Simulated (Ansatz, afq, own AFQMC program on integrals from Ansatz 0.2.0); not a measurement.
## Where AFQMC and coupled cluster stand for CHSi, quartet

```xyz
3

Si    0.0000    0.1753    0.5807
C     0.0000   -0.4488   -1.2059
H     0.0000    0.4643   -1.8116
```

Connectivity, by distances: Si–CH.

Basis cc-pVDZ. Only valence electrons are correlated. Ansatz 0.2.0 and our own AFQMC program on the same integrals; the CISD trial comes from CCSD amplitudes, and released means the phaseless constraint is let go. Uncertainties: one standard error, sampling alone.

Determinant: ROHF, the one that the program's search chose, which needn't be the lowest solution. The geometry is a point of a scan.

No full CI on the walks' own integrals is used here; CCSDT(Q) serves as the reference and is uncertain by about the last step of the cluster series.

Cautions: lower spins were not checked; higher spins were not checked; raised T1 diagnostic (T1 0.040, weight of the determinant 0.86, largest double 0.07).

The T1 diagnostic is 0.0403, the weight of the determinant in the CISD state is 0.862 and the size of the correlated space is 9 electrons in 31 orbitals.

Reference: CCSDT(Q), correlation energy -5.327 eV. The released energy is read at 2.40 1/Eh (meV from the phaseless value at times in 1/Eh: -13 ± 17 at 0.24, -1 ± 11 at 0.51, 10 ± 9 at 0.99, 3 ± 13 at 1.62, -6 ± 15 at 2.40).

| level | E − E(reference) (kJ/mol) | share of correlation (%) |
| --- | --- | --- |
| HF | 514.0 | 0.00 |
| MP2 | 114.9 | 77.64 |
| CCSD | 21.2 | 95.87 |
| CCSD(T) | 5.4 | 98.95 |
| CCSDT | 1.1 | 99.79 |
| ph-AFQMC/CISD | 0.6 ± 1.3 | 99.89 |
| released AFQMC | 0.0 ± 1.5 | 100.00 |

A walk keeps the symmetry of its determinant, which the program's search chose and which needn't be the lowest solution, so a lower state of the same spin and another symmetry isn't excluded. Released energies are given only where the last usable release times agree within the noise; a slower fall can still hide under it.
